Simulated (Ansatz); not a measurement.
System: methylidyne radical, CH (charge 0, doublet). 
Geometry from a B3LYP-D3(BJ)/def2-TZVP (Ansatz, an electronic-structure program) optimisation:
```
C
H 1 1.1235
```
Charge 0, spin multiplicity 2.

Quantity: atomisation energy (electronic, to ground-state atoms), in kcal/mol. Cores are frozen in the correlated levels unless marked. Open shells are spin-unrestricted. Spin-orbit coupling is left out. Non-relativistic. The coupled-cluster limit lacks core correlation, which all-electron functionals hold. Basis-set limits of correlation are two-point, X^-3; Hartree-Fock from the larger set (for Q and 5 zeta extrapolated as (X+1)exp(-9√X)).

The UHF reference is spin-contaminated (<S^2> 0.35 over the pure value in the largest basis). The T1 diagnostic of CCSD in the largest basis is 0.109, which is high, so the coupled-cluster rows are less sure than usual.

```json
[
 {"level": "PBE-D4/def2-TZVPD", "program": "Ansatz + dftd4", "atomisation energy (kcal/mol)": "84.7"},
 {"level": "PBE0-D3(BJ)/def2-TZVPD", "program": "Ansatz + dftd3", "atomisation energy (kcal/mol)": "83.1"},
 {"level": "BHLYP-D4/def2-TZVPD", "program": "Ansatz + dftd4", "atomisation energy (kcal/mol)": "82.6"},
 {"level": "BHLYP/def2-TZVPD", "program": "Ansatz", "atomisation energy (kcal/mol)": "82.5"},
 {"level": "CCSD(T)/CBS(cc-pVQZ,cc-pV5Z)", "program": "Ansatz", "atomisation energy (kcal/mol)": "(withheld)"}
]
```

### Question
What belongs in the gaps?

### Answer

- CCSD(T)/CBS(cc-pVQZ,cc-pV5Z), atomisation energy (kcal/mol): 83.7
